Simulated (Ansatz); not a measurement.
A made-up structure of CH$_{4}$NSi (charge -1), closed shell:

```xyz
7
angstrom
C -0.8169 0.4935 -0.3936
Si 0.8010 -0.5729 -0.5694
N 1.2864 -0.7410 1.0097
H -1.6794 -0.0390 -0.8172
H -0.7231 1.4339 -0.9536
H 1.6864 -1.3877 1.6896
H 2.1428 -1.2918 1.0618
```

It is relaxed with PBE-D4/def2-SVPD and then PBE0-D4/def2-TZVPD (Ansatz 0.2.0). Atoms count as bonded within 1.22 times the sum of their covalent radii (H–H: 0.88 Å). The end point is not checked to be a true minimum.

Question: Does its bonding change? (A judgement: the text doesn't fix the answer.)

Answer: Computed: Yes. Formed: none; broken: H6–H7.

Where it ends: The first stage lowers the energy by 5.06 eV in 13 steps. It ends as CH₄NSi ([CH2][Si][NH2]), total charge -1:
```
atom    x (Å)    y (Å)    z (Å)
  C1  -0.5745   0.3665  -0.5693
 Si2   1.1701   0.2499  -0.4231
  N3   1.4355  -0.8369   0.9736
  H4  -1.3151  -0.1393   0.0603
  H5  -1.0179   1.0161  -1.3249
  H6   0.6823  -1.4370   1.2895
  H7   2.3167  -1.3242   1.0211
```

Labels in which every atom is bracketed show which atoms are joined, not bond orders.

For scale, one of the runs: PBE0-D4/def2-TZVPD relaxation, 153 basis functions, launched by `ansatz run in.yaml --threads 2 --pin off --events-out ev --progress --plain --max-ram 4352MiB`. Hardware: 2 CPU threads of an Arm Neoverse V1, shared host. Wall time about 27 s.
